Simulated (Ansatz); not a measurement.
Rock-salt MgS was calculated with PBEsol in Ansatz (PAW).

Run with plane-wave cutoff 520 eV, 12×12×12 k mesh, scalar-relativistic PAW data made under PBE.

Computed at the level's own relaxed cell.

Elastic tensor (GPa, Voigt notation, ions relaxed):

```
  152.6    40.9    40.9     0.0     0.0     0.0
   40.9   152.6    40.9     0.0     0.0     0.0
   40.9    40.9   152.6     0.0     0.0     0.0
    0.0     0.0     0.0    54.2     0.0     0.0
    0.0     0.0     0.0     0.0    54.2     0.0
    0.0     0.0     0.0     0.0     0.0    54.2
```

Question: Work out the Voigt, Reuss and Hill averages of the bulk and shear moduli, Young's modulus and Poisson's ratio from the printed constants.

Answer: K_V = [C11 + C22 + C33 + 2(C12 + C13 + C23)]/9 = [457.8 + 2 × 122.7]/9 = 78.1 GPa. G_V = [457.8 − 122.7 + 3 × 162.6]/15 = 54.9 GPa. From the compliances S = C⁻¹, K_R = 78.1 and G_R = 54.8 GPa. Hill means: K = 78.1, G = 54.8 GPa. E = 9KG/(3K + G) = 133 GPa, ν = (3K − 2G)/(6K + 2G) = 0.22, K/G = 1.43.

The computed numbers hold no vibrational or temperature effects.

Ansatz is a first-principles code.
